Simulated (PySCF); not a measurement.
[C5H7F]+: g tensor and hyperfine couplings

Species: C5H7F (charge +1 and doublet state).
Atom-mapped SMILES: `[F:1][CH+:2][C:3]1[CH2:4][CH2:5][CH2:6]1` (hydrogens: H7 on C2; H8, H9 on C4; H10, H11 on C5; H12, H13 on C6)

Geometry (GFN2-xTB, Å), atoms numbered from 1 in this order:
```
atom  x, y, z in Å
F1     2.630    0.139   -1.178
C2     1.996    0.045   -0.044
C3     0.633    0.015   -0.007
C4    -0.421    0.065   -1.040
C5    -1.470   -0.037    0.063
C6    -0.344   -0.084    1.095
H7     2.645   -0.004    0.826
H8    -0.398   -0.749   -1.775
H9    -0.435    0.976   -1.650
H10   -2.102   -0.926    0.023
H11   -2.144    0.818    0.146
H12   -0.278   -0.994    1.702
H13   -0.317    0.736    1.821
```

The hyperfine couplings belong to this conformer and change with its torsions.

The calculation used UKS B3LYP, pcH-1 on C F H, non-relativistic, mean-field spin-orbit, GIAO (PySCF 2.14.0). Geometry: GFN2-xTB, one conformer, isolated ion. A GFN2-xTB geometry isn't a minimum of the functional, and hyperfine couplings can be far from their values at a DFT geometry, by a factor of two or more for some ions and for spin on atoms past the first row. The SCF solution wasn't tested for stability.

| Property | Result |
| --- | --- |
| g1, g2, g3 | 2.00208, 2.00400, 2.00573 |
| g_iso | 2.00394 |
| Form of g | rhombic: the two nearest values differ by 48 % of g3 − g1 |
| ⟨S²⟩ | 0.7519 (exact 0.7500) |
| Basis functions | 220 |

Hyperfine couplings atom by atom, in MHz; T1 to T3 are the principal values of the dipolar part; ρ(0) is the spin density at the nucleus:

```json
{"atom": "F1", "isotope": "19F", "a_iso": "117.5", "T1": "-262.9", "T2": "-253.3", "T3": "516.2", "Mulliken spin population": "0.10", "ρ(0) (bohr⁻³)": "0.0279"}
{"atom": "C2", "isotope": "13C", "a_iso": "28.5", "T1": "-43.3", "T2": "-40.2", "T3": "83.5", "Mulliken spin population": "0.43", "ρ(0) (bohr⁻³)": "0.0254"}
{"atom": "C3", "isotope": "13C", "a_iso": "11.4", "T1": "-29.4", "T2": "-26.2", "T3": "55.6", "Mulliken spin population": "0.34", "ρ(0) (bohr⁻³)": "0.0102"}
{"atom": "C4", "isotope": "13C", "a_iso": "-15.3", "T1": "-4.7", "T2": "-3.0", "T3": "7.7", "Mulliken spin population": "-0.02", "ρ(0) (bohr⁻³)": "-0.0136"}
{"atom": "C5", "isotope": "13C", "a_iso": "-2.5", "T1": "-1.7", "T2": "-0.3", "T3": "2.0", "Mulliken spin population": "0.01", "ρ(0) (bohr⁻³)": "-0.0023"}
{"atom": "C6", "isotope": "13C", "a_iso": "-16.0", "T1": "-4.9", "T2": "-3.4", "T3": "8.3", "Mulliken spin population": "-0.02", "ρ(0) (bohr⁻³)": "-0.0142"}
{"atom": "H7", "isotope": "1H", "a_iso": "-36.2", "T1": "-18.7", "T2": "-5.2", "T3": "23.8", "Mulliken spin population": "-0.02", "ρ(0) (bohr⁻³)": "-0.0081"}
{"atom": "H8", "isotope": "1H", "a_iso": "107.8", "T1": "-5.2", "T2": "-2.1", "T3": "7.3", "Mulliken spin population": "0.04", "ρ(0) (bohr⁻³)": "0.0241"}
{"atom": "H9", "isotope": "1H", "a_iso": "108.3", "T1": "-5.2", "T2": "-2.1", "T3": "7.3", "Mulliken spin population": "0.04", "ρ(0) (bohr⁻³)": "0.0242"}
{"atom": "H10", "isotope": "1H", "a_iso": "24.2", "T1": "-2.2", "T2": "-1.8", "T3": "4.0", "Mulliken spin population": "0.01", "ρ(0) (bohr⁻³)": "0.0054"}
{"atom": "H11", "isotope": "1H", "a_iso": "23.9", "T1": "-2.2", "T2": "-1.8", "T3": "4.0", "Mulliken spin population": "0.01", "ρ(0) (bohr⁻³)": "0.0053"}
{"atom": "H12", "isotope": "1H", "a_iso": "112.1", "T1": "-5.3", "T2": "-2.4", "T3": "7.7", "Mulliken spin population": "0.04", "ρ(0) (bohr⁻³)": "0.0251"}
{"atom": "H13", "isotope": "1H", "a_iso": "112.4", "T1": "-5.3", "T2": "-2.4", "T3": "7.7", "Mulliken spin population": "0.04", "ρ(0) (bohr⁻³)": "0.0252"}
```

The Mulliken spin populations are largest on C2 (+0.43), C3 (+0.34) and F1 (+0.10).

The SMILES `F[CH+][C]1CCC1` draws the unpaired electron on C3, whose computed spin population is only +0.34.

Axes: g3 points within 11° of the C2–C3 bond.

Under fast tumbling the dipolar parts average out, and these isotropic splittings remain: 1 × 19F (F1, I = 1/2, 2 lines) with 4.19 mT, 2 × 1H (H12/H13, I = 1/2, 3 lines) with 4.00 mT, 2 × 1H (H8/H9, I = 1/2, 3 lines) with 3.85 mT, 1 × 1H (H7, I = 1/2, 2 lines) with 1.29 mT and 2 × 1H (H10/H11, I = 1/2, 3 lines) with 0.86 mT.

Means are taken over nuclei equivalent by connectivity, which assumes that they swap fast. C4 and C6, with what hangs on them, aren't averaged: C3 is flat or nearly so (angle sum 360°), and its turn about the short C3–C2 bond (1.36 Å) is taken as slow.

The 13C coupling of C2 (28.5 MHz) shows only in satellite lines or after enrichment, since that isotope makes up about 1.07 % of natural carbon.
